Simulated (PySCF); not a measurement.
# C5H7F: the cost of one run

Computed with PySCF 2.14.0, with density-fitted response routines of our own, on a single molecule in the gas phase. Atoms are numbered from 0 throughout.

### Step 1. The starting structure

13 atoms, charge 0, multiplicity 1; geometry from: GFN2-xTB. The atoms were then displaced at random by about 0.01 Å, so the start is not that level's minimum.

Bonds of the start (Å): C0–C1 1.31, C1–C2 1.51, C1–C3 1.49, C3–C4 1.32, C4–F5 1.33, C0–H6 1.09, C0–H7 1.09, C2–H8 1.10, C2–H9 1.08, C2–H10 1.07, C3–H11 1.07, C4–H12 1.06.

### Step 2. Geometry optimisation at PBE0-D3(BJ)/def2-SVP

The job: settings as JSON, then the geometry in Å.

```
{"job": {"xc": "PBE0", "basis": "def2-SVP", "d3": "d3bj", "grid": 1, "shake": 0.01, "kind": "geom"}, "charge": 0, "multiplicity": 1}
C     -0.991460     1.377310     0.717660
C     -0.381580     0.363210     0.161870
C     -1.117570    -0.660920    -0.661970
C      1.092520     0.226550     0.356030
C      1.866070    -0.730620    -0.109250
F      1.477370    -1.756760    -0.860880
H     -0.485260     2.140520     1.301590
H     -2.056510     1.549870     0.587020
H     -0.978770    -1.641770    -0.194310
H     -0.691360    -0.699290    -1.651560
H     -2.166210    -0.429250    -0.703480
H      1.534930     0.992850     0.964440
H      2.903660    -0.748580     0.082520
```

On the command line:

```
> OMP_NUM_THREADS=1 python probes_run.py task.json out
```

One launch serves the whole session: the jobs run in the order shown.

Q: Estimate the wall time and peak memory of this first job on 1 thread of Arm Neoverse V1, shared host.

About 32 s, with a peak of 0.52 GiB.
